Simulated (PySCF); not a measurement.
acetamide (C2H5NO), SMILES CC(N)=O. Atoms are numbered in the order given.

```xyz
9

C      0.2974    -1.3660     0.0000
C     -0.1531     0.0796     0.0000
N      0.8597     0.9912     0.0000
O     -1.3199     0.4080     0.0000
H      0.9075    -1.5867     0.8896
H      0.9075    -1.5867    -0.8896
H     -0.5897    -2.0090     0.0000
H      0.6179     1.9731     0.0000
H      1.8329     0.7257     0.0000
```
Charge 0, spin multiplicity 1.

Geometry: PBE0-D3(BJ)/def2-SVP. A frequency run showed that this geometry is not a minimum. One conformer was computed; it need not be the lowest.

Computed with PBE0-D3(BJ)/def2-SVP run with PySCF 2.14.0.

No scaling factor is applied to the harmonic values.

Computed vibrational spectrum:
```tsv
mode	ν (cm⁻¹)	IR (km/mol)	moving atoms (share of kinetic energy)
1	41i	0.4	H 93 %
2	213	200.2	H 81 %, N 18 %
3	420	3.1	H 41 %, C 25 %, N 20 %, O 14 %
4	527	5.8	H 74 %, C 24 %
5	562	14.7	O 40 %, H 26 %, C 23 %, N 11 %
6	655	9.9	H 62 %, C 26 %
7	860	1.4	C 43 %, H 36 %, N 13 %, O 9 %
8	972	4.8	H 59 %, N 20 %, C 19 %
9	1040	5.8	H 49 %, C 48 %
10	1116	1.3	H 53 %, N 21 %, O 19 %
11	1331	23.0	H 69 %, C 27 %
12	1409	131.8	C 56 %, H 39 %
13	1441	12.1	H 92 %
14	1453	11.6	H 96 %
15	1597	143.5	H 70 %, N 20 %, C 8 %
16	1866	338.7	C 65 %, O 31 %
17	3065	3.9	H 97 %
18	3155	5.5	H 91 %, C 9 %
19	3211	1.4	H 90 %, C 10 %
20	3630	43.3	H 96 %
21	3773	50.8	H 90 %, N 10 %
```
